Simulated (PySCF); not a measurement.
Cartesian coordinates (Å):
SMILES: [CH3]
```xyz
4

C      0.0000     0.0000    -0.0003
H      1.0641    -0.2391     0.0032
H     -0.7391    -0.8020     0.0008
H     -0.3250     1.0411    -0.0037
```
Charge 0, spin multiplicity 2.

Problem. What is the computed total energy, highest occupied spin orbital and dipole moment (PySCF with TPSSh-D3(BJ)/def2-TZVP // r2SCAN-D4/def2-SVP)?

Solution. 
```yaml
total_energy: -1084.68 eV
highest_occupied_spin_orbital: -6.06 eV
dipole_moment: 0.00 D
```
